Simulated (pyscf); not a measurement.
`[F][SiH2][F]` + `[OH2]` -> `[FH]` + `[OH][SiH2][F]`, a four-centre exchange (singlet surface; F–Si, H–O broken, F–H, O–Si formed). Structures and frequencies: ωB97X-D3(BJ)/def2-SVP in PySCF. Correlated levels are frozen-core, on RHF or UHF. ΔMP2 is the change of the MP2 total energy from the triple- to the quadruple-zeta basis. Energies in kcal/mol from the separated reactants.

Small-basis levels: PySCF, no dispersion term, spherical d functions. AM1 to PM7: differences of heats of formation from MOPAC. GFN2-xTB: tblite. Cost: rough CPU time at the saddle relative to B3LYP/6-31G*, from one job on a shared machine.

```csv
level,barrier,reaction energy,cost
HF/3-21G,8.2,+10.2,0.07
HF/6-31G*,34.4,+14.7,0.09
MP2/6-31G*,21.3,+14.5,0.1
B3LYP/STO-3G,-7.4,+13.4,0.6
B3LYP/3-21G,[?],+12.5,0.8
B3LYP/6-311+G**,22.1,+7.8,2
PBE/def2-SVP,8.3,+9.9,2
B3LYP/def2-SVP,14.5,+10.2,1
GFN2-xTB,[?],+12.6,under 0.02
AM1,57.4,+16.4,under 0.02
PM6,26.2,+11.9,under 0.02
PM7,52.3,+15.2,under 0.02
CCSD(T)/def2-TZVPP + ΔMP2(QZVPP),[?],+9.2,–
```

Question: Fill in the missing entries.

Answer: 
- B3LYP/3-21G, barrier: -6.4
- GFN2-xTB, barrier: 24.2
- CCSD(T)/def2-TZVPP + ΔMP2(QZVPP), barrier: 23.9

Against the last row the barrier runs from -31.3 (B3LYP/STO-3G) to +33.5 kcal/mol (AM1); GFN2-xTB happens to lie closest here (0.3 kcal/mol apart). At HF/3-21G, B3LYP/STO-3G, B3LYP/3-21G, PBE/def2-SVP this geometry lies under one side, so the entry may be no barrier of that level: it is a single point on another level's saddle. CCSD(T)/def2-TZVPP + ΔMP2(QZVPP) has limits of its own. On the reactant side the descent ends in a complex (not fully relaxed), 4.2 kcal/mol under the separated species and 24.7 kcal/mol under the saddle at ωB97X-D3(BJ)/def2-TZVP. On the product side the descent ends in a complex, 6.3 kcal/mol under the separated species and 17.7 kcal/mol under the saddle at ωB97X-D3(BJ)/def2-TZVP. At ωB97X-D3(BJ) the barrier from the zero used here is 20.4 kcal/mol. This is the saddle that the search found; another between the same sides may lie lower. The CCSD(T) − MP2 part came from Ansatz, without density fitting, on the same reference.
